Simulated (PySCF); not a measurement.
# How the method changes the constants of N₂

State: ¹Σg⁺ (singlet), closed shell. Set-up: N cc-pVDZ; no relativity (PySCF 2.14). De refers to N + N in their high-spin ground configurations, without counterpoise correction.

```
      Level  Re (Å)  ωe (cm⁻¹)  De (eV)  CPU s a point (SCF and correlation, without the integrals)
        RHF   1.077       2758     4.72                                                        0.02
    RHF-MP2   1.130       2173     9.23                                                       0.029
RHF-SCS-MP2   1.125       2227     9.19                                                         n/a
   RHF-CCSD   1.113       2409     8.39                                                         n/a
RHF-CCSD(T)   1.119       2339     8.69                                                        0.23
        PBE   1.116       2356    10.34                                                         0.3
     r²SCAN   1.107       2433     9.26                                                        0.44
    r²SCANh   1.103       2476     9.01                                                        0.45
      B3LYP   1.104       2454     9.66                                                        0.35
       PBE0   1.102       2494     9.50                                                        0.53
    r²SCAN0   1.097       2537     8.66                                                        0.45
      HSE06   1.101       2493     9.47                                                        0.51
```

Question: Which functional lies closest to RHF-CCSD(T) in De, which farthest, and by how much do they differ from it?

Answer: Closest is r²SCAN0 (-2.2 pm in Re, +8.5 % in ωe, -0.03 eV in De against RHF-CCSD(T) in the same basis), farthest PBE (-0.3 pm in Re, +0.7 % in ωe, +1.65 eV in De). CCSD(T) converges more slowly with the basis than the functionals do and binds too weakly in this one, so the order can change at the basis-set limit.

Question: What does a quarter of exact exchange do here, going from PBE to PBE0?

Answer: PBE0 less PBE: -1.4 pm in Re, +5.9 % in ωe, -0.84 eV in De. Exact exchange removes part of the self-interaction that spreads semilocal densities, and in most molecules shortens and stiffens the bond and lowers De; so it does here.

Question: What does a quarter of exact exchange do here, going from r²SCAN to r²SCAN0?

Answer: r²SCAN0 less r²SCAN: -1.0 pm in Re, +4.3 % in ωe, -0.60 eV in De. Exact exchange removes part of the self-interaction that spreads semilocal densities, and in most molecules shortens and stiffens the bond and lowers De; so it does here.

Measured (Huber and Herzberg, Constants of Diatomic Molecules (1979)): Re = 1.097685 Å, ωe = 2358.57 cm⁻¹.

Correlated steps freeze 2 core orbitals. Correlated levels converge slowly with the basis: in double zeta they bind strong bonds too weakly, by up to about 1 eV, and carry superposition errors of some tenths. Where the molecule has an RHF reference, its open-shell atoms are computed with UHF.

The whole job (state search and all levels along the bond) took about 0.82 min on 1 thread of Arm Neoverse N1 (shared host), peak memory 0.35 GiB.
